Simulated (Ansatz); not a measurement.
One change: `O[Si]F` becomes `N[Si]O`.

Ansatz, PBE0-D4/def2-TZVP geometries, multiplicity 1. Each molecule was computed in one conformer, which needn't be the lowest.

| property | `O[Si]F` |
| --- | --- |
| size of the dipole moment (B3LYP/def2-TZVPP) / D | 0.90 |
| size of the dipole moment (ωB97M-V/def2-TZVPP) / D | 0.87 |
| vertical ionisation energy (CCSD(T)/CBS(def2)) / eV | 10.53 |
| size of the dipole moment (PBE/def2-TZVPP) / D | 1.02 |
| HOMO–LUMO gap (ωB97M-V/def2-TZVPP) / eV | 10.41 |
| LUMO energy (B3LYP/def2-TZVPP) / eV | -1.77 |

Q: What does the change do to each property? (Estimate.)

A: The calculation gave: 
```csv
property,`N[Si]O`,shift
size of the dipole moment (B3LYP/def2-TZVPP) / D,3.05,2.15
size of the dipole moment (ωB97M-V/def2-TZVPP) / D,3.03,2.16
vertical ionisation energy (CCSD(T)/CBS(def2)) / eV,9.33,-1.20
size of the dipole moment (PBE/def2-TZVPP) / D,3.11,2.09
HOMO–LUMO gap (ωB97M-V/def2-TZVPP) / eV,10.24,-0.17
LUMO energy (B3LYP/def2-TZVPP) / eV,-0.84,0.93
```

With PBE0 the HOMO rises by 1.00 eV and the LUMO rises by 0.92 eV, so the gap narrows by about 0.08 eV. PBE moves the HOMO by 0.92 eV and ωB97M-V by 1.03 eV. The zero-point energy changes by 62.1 kJ/mol with +6 modes. Dipoles are sizes alone; their direction can turn.

B3LYP here is the variant with VWN-RPA as its local correlation; programs differ in this.
